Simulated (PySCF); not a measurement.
## Energy of O (oxygen, neutral) between two integer charges

The 2p beta orbital of [He] 2s2 2p4 is emptied in steps (occupation f), with all orbitals relaxed, ending at [He] 2s2 2p3. Computed with PySCF 2.14 in aug-cc-pVTZ-DK, with the spin-free X2C one-electron Hamiltonian (Gaussian nucleus). The exact energy is a straight line in f; departures are measured from the line between the end points of the same method.

```
  f  LDA (eV)  PBE (eV)  PBE0 (eV)  r2SCAN (eV)  LC-wPBE (eV)  BHandHLYP (eV)  wB97X (eV)  TPSS (eV)  MN15 (eV)
  1     0.000     0.000      0.000        0.000         0.000           0.000       0.000      0.000      0.000
0.8    -1.061    -1.044     -0.704       -0.927        -0.247          -0.384      -0.278     -0.985     -0.553
0.6    -1.606    -1.577     -1.061       -1.387        -0.372          -0.589      -0.420     -1.478     -0.835
0.4    -1.618    -1.582     -1.063       -1.382        -0.371          -0.600      -0.420     -1.473     -0.838
0.2    -1.084    -1.054     -0.707       -0.916        -0.244          -0.407      -0.276     -0.973     -0.559
  0     0.000     0.000      0.000        0.000         0.000           0.000       0.000      0.000      0.000
```

| method | E(f=0) − E(f=1) (eV) | −ε at f=1 (eV) | −ε at f=0.4 (eV) |
| --- | --- | --- | --- |
| LDA | 13.996 | 7.445 | 15.294 |
| PBE | 14.055 | 7.589 | 15.361 |
| PBE0 | 13.843 | 9.475 | 14.731 |
| r2SCAN | 13.710 | 7.915 | 14.894 |
| LC-wPBE | 14.119 | 12.598 | 14.444 |
| BHandHLYP | 13.741 | 11.396 | 14.185 |
| wB97X | 13.774 | 12.060 | 14.137 |
| TPSS | 14.032 | 7.905 | 15.303 |
| MN15 | 13.906 | 10.476 | 14.596 |

Orbital energy along the path (eV):

```json
{"f": "1", "LDA": "-7.445", "PBE": "-7.589", "PBE0": "-9.475", "r2SCAN": "-7.915", "LC-wPBE": "-12.598", "BHandHLYP": "-11.396", "wB97X": "-12.060", "TPSS": "-7.905", "MN15": "-10.476"}
{"f": "0.8", "LDA": "-9.963", "PBE": "-10.097", "PBE0": "-11.181", "r2SCAN": "-10.239", "LC-wPBE": "-13.182", "BHandHLYP": "-12.257", "wB97X": "-12.715", "TPSS": "-10.326", "MN15": "-11.811"}
{"f": "0.6", "LDA": "-12.589", "PBE": "-12.701", "PBE0": "-12.942", "r2SCAN": "-12.575", "LC-wPBE": "-13.807", "BHandHLYP": "-13.192", "wB97X": "-13.417", "TPSS": "-12.808", "MN15": "-13.190"}
{"f": "0.4", "LDA": "-15.294", "PBE": "-15.361", "PBE0": "-14.731", "r2SCAN": "-14.894", "LC-wPBE": "-14.444", "BHandHLYP": "-14.185", "wB97X": "-14.137", "TPSS": "-15.303", "MN15": "-14.596"}
{"f": "0.2", "LDA": "-18.042", "PBE": "-18.025", "PBE0": "-16.511", "r2SCAN": "-17.174", "LC-wPBE": "-15.058", "BHandHLYP": "-15.231", "wB97X": "-14.838", "TPSS": "-17.741", "MN15": "-16.007"}
{"f": "0", "LDA": "-20.789", "PBE": "-20.602", "PBE0": "-18.225", "r2SCAN": "-19.416", "LC-wPBE": "-15.604", "BHandHLYP": "-16.336", "wB97X": "-15.434", "TPSS": "-20.014", "MN15": "-17.379"}
```

Reference removal energy between the ground levels: 13.618 eV (measured; NIST Atomic Spectra Database, ionization energies). The calculation has no spin-orbit coupling.
